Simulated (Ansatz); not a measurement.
A short molecular-dynamics run on C5H12S, SMILES `CCSC(C)C`.

```yaml
crystal:
  periodic: [false, false, false]
  atoms:
    - {symbol: C, position_ang: [1.060728, -0.146841, 2.672635]}
    - {symbol: C, position_ang: [0.560256, 0.237242, 1.292771]}
    - {symbol: S, position_ang: [-0.107333, -1.234602, 0.485251]}
    - {symbol: C, position_ang: [-0.618629, -0.610357, -1.145338]}
    - {symbol: C, position_ang: [0.553095, -0.136250, -1.987871]}
    - {symbol: C, position_ang: [-1.722628, 0.429403, -1.058846]}
    - {symbol: H, position_ang: [1.466699, 0.728218, 3.185326]}
    - {symbol: H, position_ang: [0.253269, -0.554658, 3.284521]}
    - {symbol: H, position_ang: [1.848609, -0.900348, 2.609335]}
    - {symbol: H, position_ang: [-0.218551, 0.999087, 1.372546]}
    - {symbol: H, position_ang: [1.378372, 0.645703, 0.695134]}
    - {symbol: H, position_ang: [-1.029923, -1.518036, -1.600463]}
    - {symbol: H, position_ang: [0.216613, 0.112713, -2.998908]}
    - {symbol: H, position_ang: [1.324654, -0.903982, -2.058293]}
    - {symbol: H, position_ang: [1.005152, 0.764521, -1.565392]}
    - {symbol: H, position_ang: [-1.359468, 1.354275, -0.603960]}
    - {symbol: H, position_ang: [-2.562927, 0.064980, -0.466462]}
    - {symbol: H, position_ang: [-2.085689, 0.680431, -2.060084]}
basis:
  gaussian: {orbitals: "6-31G*"}
hamiltonian: {xc: {name: r2SCAN}}
md: {timestep: 1 fs, n_steps: 30, ensemble: nve, temperature: 1000, initial_velocities: maxwell_boltzmann, seed: 650}
```

```sh
$ ansatz run in.yaml --threads 2 --pin off --events-out ev --progress --plain --max-ram 32768MiB --backend cpu
```

```json
{"step": "0", "time (fs)": "0.0", "potential energy (eV)": "-16211.7231", "kinetic (eV)": "2.0682", "T (K)": "1000", "conserved (eV)": "-16209.6550"}
{"step": "1", "time (fs)": "1.0", "potential energy (eV)": "-16211.5091", "kinetic (eV)": "1.8702", "T (K)": "904", "conserved (eV)": "-16209.6390"}
{"step": "2", "time (fs)": "2.0", "potential energy (eV)": "-16211.1049", "kinetic (eV)": "1.4876", "T (K)": "719", "conserved (eV)": "-16209.6173"}
{"step": "3", "time (fs)": "3.0", "potential energy (eV)": "-16210.8200", "kinetic (eV)": "1.2038", "T (K)": "582", "conserved (eV)": "-16209.6162"}
{"step": "4", "time (fs)": "4.0", "potential energy (eV)": "-16210.6890", "kinetic (eV)": "1.0637", "T (K)": "514", "conserved (eV)": "-16209.6253"}
{"step": "5", "time (fs)": "5.0", "potential energy (eV)": "-16210.5868", "kinetic (eV)": "0.9595", "T (K)": "464", "conserved (eV)": "-16209.6273"}
{"step": "6", "time (fs)": "6.0", "potential energy (eV)": "-16210.4717", "kinetic (eV)": "0.8472", "T (K)": "410", "conserved (eV)": "-16209.6245"}
{"step": "7", "time (fs)": "7.0", "potential energy (eV)": "-16210.3880", "kinetic (eV)": "0.7686", "T (K)": "372", "conserved (eV)": "-16209.6194"}
{"step": "8", "time (fs)": "8.0", "potential energy (eV)": "-16210.4328", "kinetic (eV)": "0.8223", "T (K)": "398", "conserved (eV)": "-16209.6105"}
{"step": "9", "time (fs)": "9.0", "potential energy (eV)": "-16210.7284", "kinetic (eV)": "1.1108", "T (K)": "537", "conserved (eV)": "-16209.6176"}
{"step": "10", "time (fs)": "10.0", "potential energy (eV)": "-16211.1525", "kinetic (eV)": "1.5084", "T (K)": "729", "conserved (eV)": "-16209.6441"}
{"step": "11", "time (fs)": "11.0", "potential energy (eV)": "-16211.3413", "kinetic (eV)": "1.6916", "T (K)": "818", "conserved (eV)": "-16209.6498"}
{"step": "12", "time (fs)": "12.0", "potential energy (eV)": "-16211.2085", "kinetic (eV)": "1.5774", "T (K)": "763", "conserved (eV)": "-16209.6311"}
{"step": "13", "time (fs)": "13.0", "potential energy (eV)": "-16211.0106", "kinetic (eV)": "1.3924", "T (K)": "673", "conserved (eV)": "-16209.6181"}
{"step": "14", "time (fs)": "14.0", "potential energy (eV)": "-16210.9380", "kinetic (eV)": "1.3150", "T (K)": "636", "conserved (eV)": "-16209.6231"}
{"step": "15", "time (fs)": "15.0", "potential energy (eV)": "-16210.9307", "kinetic (eV)": "1.3003", "T (K)": "629", "conserved (eV)": "-16209.6304"}
{"step": "16", "time (fs)": "16.0", "potential energy (eV)": "-16210.8768", "kinetic (eV)": "1.2457", "T (K)": "602", "conserved (eV)": "-16209.6311"}
{"step": "17", "time (fs)": "17.0", "potential energy (eV)": "-16210.7530", "kinetic (eV)": "1.1230", "T (K)": "543", "conserved (eV)": "-16209.6301"}
{"step": "18", "time (fs)": "18.0", "potential energy (eV)": "-16210.5816", "kinetic (eV)": "0.9547", "T (K)": "462", "conserved (eV)": "-16209.6269"}
{"step": "19", "time (fs)": "19.0", "potential energy (eV)": "-16210.4440", "kinetic (eV)": "0.8303", "T (K)": "401", "conserved (eV)": "-16209.6136"}
{"step": "20", "time (fs)": "20.0", "potential energy (eV)": "-16210.5361", "kinetic (eV)": "0.9208", "T (K)": "445", "conserved (eV)": "-16209.6153"}
{"step": "21", "time (fs)": "21.0", "potential energy (eV)": "-16210.8134", "kinetic (eV)": "1.1710", "T (K)": "566", "conserved (eV)": "-16209.6423"}
{"step": "22", "time (fs)": "22.0", "potential energy (eV)": "-16210.9092", "kinetic (eV)": "1.2659", "T (K)": "612", "conserved (eV)": "-16209.6433"}
{"step": "23", "time (fs)": "23.0", "potential energy (eV)": "-16210.7785", "kinetic (eV)": "1.1545", "T (K)": "558", "conserved (eV)": "-16209.6240"}
{"step": "24", "time (fs)": "24.0", "potential energy (eV)": "-16210.6730", "kinetic (eV)": "1.0550", "T (K)": "510", "conserved (eV)": "-16209.6180"}
{"step": "25", "time (fs)": "25.0", "potential energy (eV)": "-16210.6877", "kinetic (eV)": "1.0620", "T (K)": "513", "conserved (eV)": "-16209.6257"}
{"step": "26", "time (fs)": "26.0", "potential energy (eV)": "-16210.7223", "kinetic (eV)": "1.0929", "T (K)": "528", "conserved (eV)": "-16209.6294"}
{"step": "27", "time (fs)": "27.0", "potential energy (eV)": "-16210.7158", "kinetic (eV)": "1.0889", "T (K)": "527", "conserved (eV)": "-16209.6269"}
{"step": "28", "time (fs)": "28.0", "potential energy (eV)": "-16210.6965", "kinetic (eV)": "1.0703", "T (K)": "518", "conserved (eV)": "-16209.6262"}
{"step": "29", "time (fs)": "29.0", "potential energy (eV)": "-16210.6798", "kinetic (eV)": "1.0519", "T (K)": "509", "conserved (eV)": "-16209.6279"}
{"step": "30", "time (fs)": "30.0", "potential energy (eV)": "-16210.6705", "kinetic (eV)": "1.0494", "T (K)": "507", "conserved (eV)": "-16209.6212"}
```

Velocities are drawn at the set temperature; a run this short doesn't reach equilibrium.

Frames (Å, forces in eV/Å):

```xyz
18
time=0.0 fs
C     1.061   -0.147    2.673    0.047   -0.017    0.117
C     0.560    0.237    1.293    0.040    0.186    0.000
S    -0.107   -1.235    0.485   -0.032   -0.529    0.227
C    -0.619   -0.610   -1.145   -0.085   -0.064   -0.169
C     0.553   -0.136   -1.988    0.094    0.040   -0.076
C    -1.723    0.429   -1.059   -0.092    0.085    0.002
H     1.467    0.728    3.185    0.054    0.120    0.067
H     0.253   -0.555    3.285   -0.108   -0.051    0.079
H     1.849   -0.900    2.609    0.104   -0.097   -0.010
H    -0.219    0.999    1.373   -0.100    0.145    0.031
H     1.378    0.646    0.695    0.137    0.093   -0.069
H    -1.030   -1.518   -1.600   -0.066   -0.105   -0.095
H     0.217    0.113   -2.999   -0.049    0.037   -0.140
H     1.325   -0.904   -2.058    0.111   -0.102   -0.018
H     1.005    0.765   -1.565    0.064    0.132    0.054
H    -1.359    1.354   -0.604    0.050    0.136    0.060
H    -2.563    0.065   -0.466   -0.123   -0.044    0.078
H    -2.086    0.680   -2.060   -0.048    0.036   -0.140
18
time=3.0 fs
C     1.083   -0.125    2.657   -0.933    0.672    1.756
C     0.573    0.216    1.304    0.021    1.169   -1.220
S    -0.116   -1.230    0.475   -0.228   -1.015    0.705
C    -0.630   -0.615   -1.152    0.958    1.810    0.694
C     0.572   -0.097   -1.942    1.488   -2.594   -1.027
C    -1.741    0.413   -1.073    0.214   -0.593   -0.732
H     1.527    0.745    3.219   -0.010   -0.817   -0.765
H     0.262   -0.460    3.268   -0.886    0.076    0.596
H     1.668   -1.015    2.674    1.403   -0.476   -0.302
H    -0.230    1.010    1.308    1.035   -0.413    0.171
H     1.467    0.523    0.736   -0.426    0.459   -0.285
H    -1.117   -1.460   -1.533   -0.081   -1.802   -1.212
H     0.290   -0.032   -2.975   -0.682    0.931   -0.918
H     1.345   -0.999   -2.141   -1.015    2.167    1.354
H     1.013    0.882   -1.609   -0.249   -1.126   -0.072
H    -1.343    1.247   -0.570    0.269    1.793    0.330
H    -2.498    0.020   -0.437   -1.125   -0.365    0.477
H    -2.153    0.648   -2.076    0.248    0.125    0.449
18
time=6.0 fs
C     1.097   -0.102    2.653   -1.813   -3.169    2.615
C     0.587    0.203    1.306    1.292    0.581   -1.928
S    -0.125   -1.229    0.467   -0.377   -1.261    1.004
C    -0.637   -0.609   -1.154   -0.117   -0.380   -0.375
C     0.600   -0.075   -1.905   -1.028   -2.545   -3.560
C    -1.759    0.394   -1.089    0.081    0.592    2.537
H     1.591    0.703    3.195    0.565    0.028   -0.344
H     0.210   -0.357    3.294    0.308    0.432   -0.107
H     1.591   -1.147    2.714    0.203    1.896   -0.353
H    -0.164    0.995    1.258    0.364    0.390    0.248
H     1.521    0.438    0.752   -0.671    0.610   -0.386
H    -1.194   -1.523   -1.552    1.612    0.593   -0.213
H     0.311   -0.100   -3.010   -0.295    1.217    0.861
H     1.293   -0.928   -2.115    0.533    0.846    1.481
H     1.003    0.916   -1.655   -0.017   -0.516    0.288
H    -1.315    1.266   -0.523   -0.914   -0.103   -1.012
H    -2.511   -0.046   -0.381    0.138    0.512   -0.785
H    -2.203    0.627   -2.060    0.137    0.275    0.028
18
time=9.0 fs
C     1.099   -0.098    2.668   -2.363   -2.474    1.839
C     0.610    0.193    1.295    1.528   -0.063   -1.436
S    -0.135   -1.231    0.462   -0.441   -1.172    1.136
C    -0.643   -0.605   -1.159    0.269   -0.667   -0.576
C     0.619   -0.069   -1.891   -4.216    0.025   -2.988
C    -1.776    0.378   -1.090   -0.034    0.851    2.504
H     1.700    0.661    3.140    0.570    0.349   -0.129
H     0.179   -0.221    3.315    0.783    0.204   -0.201
H     1.539   -1.137    2.725    0.225    1.152   -0.118
H    -0.069    1.014    1.228   -0.448    0.935    0.185
H     1.523    0.404    0.735   -0.024    0.539   -0.523
H    -1.147   -1.550   -1.596    1.494    1.045    0.096
H     0.307   -0.068   -2.984    0.110    0.711    0.727
H     1.303   -0.809   -1.970    2.960   -2.271    0.611
H     0.992    0.909   -1.675    0.158    0.602    0.712
H    -1.357    1.288   -0.551   -0.852   -0.480   -0.862
H    -2.523   -0.075   -0.382    0.194    0.574   -0.746
H    -2.240    0.627   -2.041    0.088    0.140   -0.232
18
time=12.0 fs
C     1.086   -0.110    2.695   -0.548    2.462   -0.028
C     0.643    0.185    1.274    0.193    1.206   -0.796
S    -0.146   -1.236    0.459   -0.395   -0.771    1.158
C    -0.647   -0.604   -1.167    1.679    1.171    0.440
C     0.614   -0.067   -1.897    0.897   -1.285    0.581
C    -1.793    0.368   -1.074   -0.084    0.065   -1.051
H     1.847    0.639    3.069   -0.825   -0.598   -0.471
H     0.205   -0.068    3.325   -0.121   -0.173    0.558
H     1.515   -1.052    2.728    1.001   -2.194    0.323
H    -0.001    1.096    1.215    0.180   -0.570    0.180
H     1.522    0.415    0.676    0.347    0.166   -0.200
H    -0.981   -1.504   -1.638   -0.143   -0.838   -0.627
H     0.309    0.023   -2.912    0.139   -0.069   -1.457
H     1.499   -0.817   -1.773   -1.523    1.243   -0.449
H     0.988    0.939   -1.639   -0.392   -0.264    0.544
H    -1.464    1.283   -0.644    0.327    1.072    0.595
H    -2.527   -0.061   -0.437   -1.028   -0.307    0.625
H    -2.267    0.637   -2.038    0.296   -0.317    0.076
18
time=15.0 fs
C     1.069   -0.109    2.722    1.865    0.478   -1.621
C     0.678    0.184    1.246    0.023    1.245   -0.233
S    -0.159   -1.243    0.460   -0.168   -0.213    0.976
C    -0.640   -0.597   -1.173    1.529    0.381    0.204
C     0.613   -0.072   -1.901    2.070    0.593    1.537
C    -1.811    0.359   -1.064   -0.595    0.302   -1.094
H     1.933    0.575    2.965   -0.990   -0.241    0.059
H     0.227    0.071    3.377   -0.115   -0.401    0.423
H     1.554   -1.103    2.756   -0.723    0.041    0.442
H     0.076    1.138    1.217    0.010   -0.940    0.022
H     1.545    0.439    0.603    0.037   -0.320    0.542
H    -0.820   -1.512   -1.726   -0.903   -0.403   -0.037
H     0.328    0.110   -2.940    0.638   -0.589   -0.444
H     1.594   -0.748   -1.613   -2.569    1.251   -1.508
H     0.954    0.949   -1.557   -0.589   -0.709    0.036
H    -1.551    1.349   -0.698    0.441    0.050    0.629
H    -2.603   -0.064   -0.453   -0.133   -0.056    0.248
H    -2.272    0.623   -2.032    0.174   -0.469   -0.181
18
time=18.0 fs
C     1.063   -0.104    2.739    0.902   -1.398   -1.720
C     0.713    0.192    1.218    0.023   -0.630    0.751
S    -0.172   -1.250    0.464    0.186    0.308    0.682
C    -0.622   -0.587   -1.178    0.420   -1.635   -0.790
C     0.624   -0.073   -1.895   -1.392    3.141   -0.425
C    -1.833    0.352   -1.061   -0.787    0.851   -0.095
H     1.944    0.496    2.867    0.397    0.866    0.770
H     0.247    0.175    3.458    0.766   -0.668   -0.696
H     1.540   -1.165    2.820   -1.496    1.427    0.231
H     0.149    1.111    1.219   -0.881    0.328   -0.174
H     1.576    0.438    0.572    0.217   -0.438    0.633
H    -0.735   -1.549   -1.812   -1.136    1.130    1.226
H     0.399    0.148   -3.003    0.804   -0.843    1.396
H     1.494   -0.587   -1.573    0.910   -1.456   -0.743
H     0.872    0.911   -1.471   -0.233    0.484   -0.196
H    -1.603    1.418   -0.700    0.160   -1.600    0.058
H    -2.689   -0.072   -0.448    1.182    0.359   -0.480
H    -2.262    0.570   -2.042   -0.043   -0.225   -0.427
18
time=21.0 fs
C     1.064   -0.107    2.743    0.906    0.744   -1.942
C     0.748    0.195    1.195   -1.090   -1.223    1.727
S    -0.184   -1.257    0.469    0.563    0.666    0.426
C    -0.601   -0.588   -1.187   -0.838   -1.100   -0.165
C     0.626   -0.051   -1.891   -1.841    3.040    0.672
C    -1.859    0.350   -1.060    0.570   -0.174   -1.620
H     1.977    0.480    2.830    0.178    0.368    0.817
H     0.320    0.226    3.488    0.071   -0.248   -0.619
H     1.410   -1.124    2.904   -0.364   -0.427    0.051
H     0.155    1.103    1.208   -0.502    0.267   -0.319
H     1.626    0.402    0.591    0.501   -0.224    0.192
H    -0.746   -1.506   -1.805   -1.150    0.200    0.696
H     0.531    0.119   -2.967   -0.053   -0.249   -0.014
H     1.475   -0.545   -1.589    2.137   -1.934    0.095
H     0.772    0.909   -1.401    0.300    0.898   -0.423
H    -1.637    1.368   -0.693    0.320   -0.391    0.137
H    -2.689   -0.056   -0.476    0.299   -0.303    0.170
H    -2.254    0.498   -2.083   -0.008    0.091    0.118
18
time=24.0 fs
C     1.073   -0.105    2.732    1.884    1.919   -2.008
C     0.775    0.191    1.184   -1.583   -0.557    1.752
S    -0.195   -1.262    0.475    0.843    0.814    0.287
C    -0.586   -0.595   -1.197   -1.562    0.638    1.089
C     0.617   -0.010   -1.881    2.644   -0.159    2.964
C    -1.882    0.347   -1.071    1.762   -1.609   -2.598
H     2.022    0.491    2.861   -0.610   -0.749    0.459
H     0.395    0.259    3.471   -1.152    0.611    0.113
H     1.247   -1.118    2.994    0.462   -1.279   -0.194
H     0.123    1.111    1.169    0.690   -0.685   -0.329
H     1.711    0.346    0.631   -0.231   -0.078    0.125
H    -0.854   -1.454   -1.746   -0.805   -1.483   -0.612
H     0.662    0.069   -2.936   -0.693    0.266   -1.323
H     1.604   -0.645   -1.605   -2.145    1.357   -0.441
H     0.697    0.973   -1.370    0.738   -0.056   -0.822
H    -1.643    1.292   -0.671    0.488    1.449    0.425
H    -2.665   -0.067   -0.488   -0.655   -0.856    0.708
H    -2.247    0.435   -2.116   -0.074    0.457    0.403
18
time=27.0 fs
C     1.093   -0.091    2.709   -0.297   -0.665    0.582
C     0.792    0.181    1.185   -0.470   -1.120    1.215
S    -0.203   -1.265    0.482    0.931    0.749    0.211
C    -0.583   -0.601   -1.201   -2.735   -0.613    0.232
C     0.625    0.032   -1.854    2.160   -1.448   -0.705
C    -1.893    0.334   -1.097    1.502   -0.572    0.735
H     2.026    0.448    2.932    0.174   -0.562    0.116
H     0.388    0.335    3.449   -0.322    0.140   -0.760
H     1.119   -1.193    3.060    0.497    1.491   -1.071
H     0.142    1.071    1.104    0.567   -0.056   -0.168
H     1.778    0.283    0.680   -0.813    0.042   -0.051
H    -1.020   -1.498   -1.720    0.911    0.405    0.163
H     0.733    0.039   -2.988   -1.148    0.447    1.101
H     1.577   -0.648   -1.651   -1.666    1.602    0.299
H     0.682    1.040   -1.404    0.732   -0.234   -0.515
H    -1.616    1.310   -0.624   -0.343   -0.422   -0.613
H    -2.678   -0.139   -0.454    0.668    0.172   -0.557
H    -2.248    0.410   -2.121   -0.347    0.643   -0.214
18
time=30.0 fs
C     1.111   -0.080    2.689   -2.293   -0.423    1.544
C     0.805    0.164    1.195    0.243   -1.799    0.702
S    -0.209   -1.266    0.490    0.788    0.547    0.178
C    -0.598   -0.609   -1.203   -2.391   -0.139    0.055
C     0.645    0.064   -1.830   -3.138    0.367   -2.477
C    -1.893    0.316   -1.120    1.282    0.013    1.370
H     2.044    0.358    3.014    0.677   -0.056   -0.171
H     0.351    0.423    3.368    0.478   -0.386   -0.871
H     1.033   -1.162    3.043    0.499    1.091   -0.816
H     0.204    1.031    1.023   -0.140    0.962   -0.007
H     1.784    0.223    0.721   -0.129    0.081   -0.647
H    -1.115   -1.520   -1.688    1.753    0.863    0.133
H     0.709    0.047   -2.966   -1.018    0.452    0.893
H     1.439   -0.537   -1.668    3.219   -1.699    1.478
H     0.728    1.089   -1.481    0.337    0.093    0.137
H    -1.613    1.303   -0.623   -0.557   -0.886   -0.771
H    -2.645   -0.201   -0.460    0.551    0.531   -0.754
H    -2.276    0.437   -2.137   -0.161    0.391    0.023
```

Run time 2.4 min (2 threads of an AMD EPYC 7R13 on a shared host); peak host memory 0.22 GiB.
